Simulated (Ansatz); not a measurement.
Process, species as SMILES: C=C (C2H4) [ethene] → [CH-]=C + H+

Wanted: gas-phase deprotonation energy (electronic), in kcal/mol. Terms: no dispersion term unless named; spin-orbit terms left out; 6-31G* and kin with 6d, 5d where marked; frozen cores in correlated levels; LANL2DZ all-electron up to Ne; 6-311+G** with 5d; non-relativistic. Basis-set limits of correlation are two-point, X^-3; Hartree-Fock from the larger set. [CCSD(T)-MP2]/basis is that difference in the basis named. Ab initio and DFT rows: single points at B3LYP-D3(BJ) geometries (Ansatz, an electronic-structure program). Sets without +, aug- or the D of def2-TZVPD hold no diffuse functions, which anions need.

Coupled cluster (Ansatz) is a level with limits of its own, used here on species with T1 under 0.025 (0.045 for open shells) and stable references: RI-MP2/CBS(aug-cc-pVTZ,aug-cc-pVQZ)+[CCSD(T)-MP2]/aug-cc-pVTZ.

Value to compare with, RI-MP2/CBS(aug-cc-pVTZ,aug-cc-pVQZ)+[CCSD(T)-MP2]/aug-cc-pVTZ (Ansatz): 416.5 kcal/mol.

```tsv
level	program	gas-phase deprotonation energy (electronic) (kcal/mol)	difference
PBE/STO-3G	Ansatz	523.7	107.2
PBE/3-21G	Ansatz	439.9	23.4
PBE/LANL2DZ	Ansatz	429.6	13.1
PBE/6-31G*	Ansatz	434.7	18.2
PBE/def2-SVP	Ansatz	426.0	9.5
PBE/6-311+G**	Ansatz	412.7	-3.8
PBE/def2-TZVPD	Ansatz	414.1	-2.4
```

Among the 6 habitual levels, PBE/STO-3G lies farthest from RI-MP2/CBS(aug-cc-pVTZ,aug-cc-pVQZ)+[CCSD(T)-MP2]/aug-cc-pVTZ (Ansatz) (107.2 kcal/mol) and PBE/6-311+G** nearest (-3.8); 5 of 6 lie above it, and their mean absolute difference is 29.2 kcal/mol, the median 15.6. One case shows no general order.

The sets are all those run for this method; runs whose electronic state is in doubt are left out.
